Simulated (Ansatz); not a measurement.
# C4H5OS (charge -1), SMILES C=C([S-])C(C)=O: a single point from an input written key by key

With Ansatz 0.2.0, Python API.

Input file `c4h5os.yaml`:
```yaml
crystal:
  periodic: [false, false, false]
  atoms:
    - { symbol: C, position_ang: [1.9742, 0.5552, 0.1097] }
    - { symbol: C, position_ang: [0.6864, 0.4624, 0.4882] }
    - { symbol: S, position_ang: [0.0164, 1.1627, 1.936] }
    - { symbol: C, position_ang: [-0.1987, -0.3341, -0.4758] }
    - { symbol: C, position_ang: [-1.6674, -0.5096, -0.1608] }
    - { symbol: O, position_ang: [0.2587, -0.8396, -1.5095] }
    - { symbol: H, position_ang: [2.6857, 1.0982, 0.7221] }
    - { symbol: H, position_ang: [2.3473, 0.1025, -0.8014] }
    - { symbol: H, position_ang: [-1.7965, -1.056, 0.7769] }
    - { symbol: H, position_ang: [-2.1721, 0.4593, -0.1297] }
    - { symbol: H, position_ang: [-2.134, -1.1009, -0.9558] }
total_charge: -1
basis:
  gaussian: { orbitals: def2-SVP }
hamiltonian:
  xc: { name: wB97X }
output:
  forces: true
```

The cells in order, each with its output:

```python
import ansatz
import numpy as np
import pandas as pd
```

```python
session = ansatz.Session.from_deck("c4h5os.yaml")
rep = session.plan(threads=1).execute().report
```

```python
print(f"E = {rep['free_energy_ev']:.6f} eV = {rep['free_energy_ev'] / 27.211386246:.7f} Ha")
print("converged:", rep["converged"], " doubts:", rep["published_state_doubts"] or "none")
symbols = ["C", "C", "S", "C", "C", "O", "H", "H", "H", "H", "H"]
state = rep["mean_field"]["state"]
print(f"mean field: {state['energy']['hartree']:.7f} Ha, <S^2> = {abs(state['spin_squared']):.4f}, stability: {state.get('stability', {}).get('kind')}")
```

    E = -17102.512541 eV = -628.5057434 Ha
    converged: True  doubts: none
    mean field: -628.5057434 Ha, <S^2> = 0.0000, stability: minimum

```python
forces = np.array(rep["forces_ev_ang"])
print("largest force", round(float(np.linalg.norm(forces, axis=1).max()), 4), "eV/A, rms", round(float(np.sqrt((forces ** 2).mean())), 4))
charges = rep["charge_distribution"]
table = pd.DataFrame({"atom": symbols, "mulliken": charges["mulliken_charges_e"], "lowdin": charges["lowdin_charges_e"]})
print(table.round(3).to_string())
print("dipole (e A):", np.round(charges["dipole_moment_e_ang"], 4) + 0.0)
```

    largest force 1.5462 eV/A, rms 0.4633
       atom  mulliken  lowdin
    0     C    -0.077  -0.116
    1     C    -0.114  -0.320
    2     S    -0.595  -0.334
    3     C     0.025  -0.145
    4     C     0.055  -0.010
    5     O    -0.277  -0.008
    6     H    -0.032  -0.030
    7     H    -0.021  -0.031
    8     H     0.029   0.006
    9     H     0.029   0.006
    10    H    -0.022  -0.018
    dipole (e A): [-0.3506 -0.3786 -0.4875]

Caveats:
- The settings weren't tested for convergence.
- The geometry is a force-field or estimated start, not a minimum of this method, and the basis set is short of its limit.
- The Löwdin charges here are taken after orthogonalising the functions within each atom; they differ from plain Löwdin charges, and their signs can be unphysical.
- An ion's dipole depends on the origin; the program takes it about the centre of nuclear charge.
- Anions want diffuse functions, which this basis lacks.
- It ran for 11 s on 1 thread of Arm Neoverse V2, with other jobs on the host, peak memory 0.41 GiB.
